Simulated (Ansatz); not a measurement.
Write a Python script for Ansatz 0.2.0, Python API that makes a relaxed scan of one distance of BClH, SMILES [BH]Cl. Settings (for the species named): Hartree-Fock, def2-SVP basis, multiplicity 2.

```yaml
atoms:
  - { symbol: B, position_ang: [0.0735, -0.5876, -0.0320] }
  - { symbol: Cl, position_ang: [0.9564, 0.8952, 0.6234] }
  - { symbol: H, position_ang: [-1.0408, -0.3724, -0.6047] }
```

`bclh_relaxed_scan.py`:
```python
"""One bond of BClH held at set lengths while the rest relaxes."""

import warnings

import ansatz as az
import numpy as np

warnings.simplefilter("ignore", az.DeckWarning)

bclh = (
    az.Crystal.molecule()
    .atom("B", (0.0735, -0.5876, -0.032))
    .atom("Cl", (0.9564, 0.8952, 0.6234))
    .atom("H", (-1.0408, -0.3724, -0.6047))
)

setup = (
    bclh.calculation()
    .basis(gaussian="def2-SVP")
    .functional("hf")
    .spin("collinear", total=1)
)
symbols = [site.symbol for site in bclh.cartesian_sites]
pairs = [(0, 1), (0, 2)]
print("held (A)   E (eV)        ", "  ".join(f"{symbols[i]}{i}-{symbols[j]}{j}" for i, j in pairs))
for length in [1.17, 1.27, 1.37, 1.53, 1.72]:
    summary = setup.relax(constraints=[az.DistanceConstraint((0, 2), at=length)], force_tolerance=0.02, max_steps=60).run(threads=1).report
    xyz = np.array(summary["positions_ang"])
    print(f"{length:6.2f} {summary['free_energy_ev']:14.5f}  ", "  ".join(f"{np.linalg.norm(xyz[i] - xyz[j]):.3f}" for i, j in pairs))
```

`python bclh_relaxed_scan.py` gives:
```text
held (A)   E (eV)         B0-Cl1  B0-H2
  1.17   -13185.68018   1.736  1.170
  1.27   -13185.61938   1.735  1.270
  1.37   -13185.37858   1.733  1.370
  1.53   -13184.80387   1.729  1.530
  1.72   -13184.05530   1.723  1.720
```

What to keep in mind:
- Total energies depend on the basis set; only differences at equal settings carry meaning.
- The energies are electronic: no zero-point or thermal terms, and the basis set is short of its limit.
- The run takes the species as open-shell (spin multiplicity 2), which needn't be its ground state.
- The expectation value of S² is noticeably off S(S+1) in at least one run, so that state is spin-contaminated.
- The script silences the warnings on its input, which a real study should read.
- Finished in 6 s on 1 thread of Arm Neoverse V2, on a shared host, peak memory 0.17 GiB.
